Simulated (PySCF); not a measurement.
Compound: monofluorosilane, FH3Si.
Numbering: `[F:1][SiH3:2]` (hydrogens: H3, H4, H5 on Si2)

The same species was optimised twice, with GFN2-xTB and with PBE0-D3(BJ)/def2-SVP (PySCF), and the same property calculations (PySCF, gas phase) were run on both structures.

```csv
coordinate,GFN2-xTB,PBE0-D3(BJ)/def2-SVP,change
Si2–H4 (Å),1.454,1.489,+0.035
Si2–H5 (Å),1.454,1.489,+0.035
Si2–H3 (Å),1.454,1.489,+0.035
F1–Si2 (Å),1.606,1.625,+0.019
F1–Si2–H3 (°),105.0,108.5,+3.5
F1–Si2–H4 (°),105.2,108.7,+3.5
F1–Si2–H5 (°),105.1,108.5,+3.4
H3–Si2–H5 (°),113.6,110.4,-3.2
H3–Si2–H4 (°),113.4,110.3,-3.1
H4–Si2–H5 (°),113.4,110.3,-3.1
```

Rotational constants: A = 84823, B = 14372, C = 14370 MHz (GFN2-xTB) against A = 83889, B = 13842, C = 13840 MHz (PBE0-D3(BJ)/def2-SVP). Point groups within 0.08 Å: C3v and C3v.

On the GFN2-xTB structure: HOMO (eV) -9.85 [PBE0/pcSseg-1]; LUMO (eV) -0.02 [PBE0/pcSseg-1]; dipole (D) 1.80 [PBE0/pcSseg-1]; GIAO shielding of F1 (ppm) 423.3 [PBE0/pcSseg-1]; GIAO shielding of Si2 (ppm) 359.4 [PBE0/pcSseg-1].

Problem. What do these properties become on the PBE0-D3(BJ)/def2-SVP structure?

Solution. 
| property | level | on GFN2-xTB | on PBE0-D3(BJ)/def2-SVP | change |
| --- | --- | --- | --- | --- |
| HOMO (eV) | PBE0/pcSseg-1 | -9.85 | -9.82 | +0.03 |
| LUMO (eV) | PBE0/pcSseg-1 | -0.02 | 0.09 | +0.11 |
| dipole (D) | PBE0/pcSseg-1 | 1.80 | 1.55 | -0.25 |
| energy, GFN2-xTB geometry as zero (kcal/mol) | PBE0/pcSseg-1 | 0.0 | -1.7 | -1.7 |
| GIAO shielding of F1 (ppm) | PBE0/pcSseg-1 | 423.3 | 420.1 | -3.2 |
| GIAO shielding of Si2 (ppm) | PBE0/pcSseg-1 | 359.4 | 362.7 | +3.3 |

The heavy atoms differ by 0.009 Å rms after alignment. Among all bonds Si2–H3, Si2–H4 and Si2–H5 change most and about equally (+0.035 Å). Changes are differences of the printed values. Neither structure is proved a minimum here.
